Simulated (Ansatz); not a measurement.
How far each method lies from UCCSDT(Q) for [CH3···H···N], quartet

Geometry: a point of a hydrogen-transfer path between rigid fragments, not a stationary point.

```xyz
6

C    -1.2740    0.0000    0.0000
H    -1.6372    1.0273    0.0000
H    -1.6372   -0.5137    0.8897
H    -1.6372   -0.5137   -0.8897
H     0.3030    0.0000    0.0000
N     1.4240    0.0000    0.0000
```

Basis cc-pVDZ; Ansatz 0.2.0. Only valence electrons are correlated (noble-gas cores frozen), which leaves 13 electrons in 46 orbitals. Prefix R: restricted or restricted open-shell reference; prefix U: unrestricted. Active spaces: pair = (5e, 5o) about the gap.

Full CI isn't at hand for all of this; UCCSDT(Q) serves as the reference, and is uncertain by about the last step of the cluster series. The frozen core follows each run's orbitals, which can shift R against U totals by a few meV.

For open shells CISD is restricted-active-space CI with the open shells as a complete middle space.

```
UHF ⟨S²⟩                          : 3.795
T1 diagnostic (RCCSD)             : 0.0286
largest doubles amplitude (RCCSD) : 0.049
T1 diagnostic (UCCSD)             : 0.0164
```

```tsv
level	E − E(UCCSDT(Q)) (kcal/mol)	share of correlation (%)	wall time
RHF	192.75	0.00	–
UHF	182.94	5.09	–
RMP2	31.11	83.86	–
UMP2	31.22	83.80	–
CISD	18.93	90.18	22 s
RCCSD	4.61	97.61	–
UCCSD	4.41	97.71	–
RCCSD(T)	0.80	99.59	1.8 s
UCCSD(T)	0.77	99.60	1.6 s
BCCD(T)	0.78	99.59	2.3 s
RCCSDT	0.24	99.87	–
UCCSDT	0.20	99.90	–
RCCSDT(Q)	0.05	99.97	69 s
CASSCF (pair space)	173.77	9.85	–
NEVPT2 (pair space)	28.99	84.96	1.1 s
MRCISD (pair space)	16.00	91.70	–
MRCISD+Q (pair space)	1.71	99.11	1.8 s
```

The correlation energy at UCCSDT(Q), counted from RHF, is -8.358 eV. That run took 57 s on 1 thread of Intel Xeon Platinum 8259CL, shared host.

Times hold each run's SCF and search for its determinant on a shared host, so for small cases they say little of a method's own cost; they ran on 1 thread of Intel Xeon Platinum 8259CL.
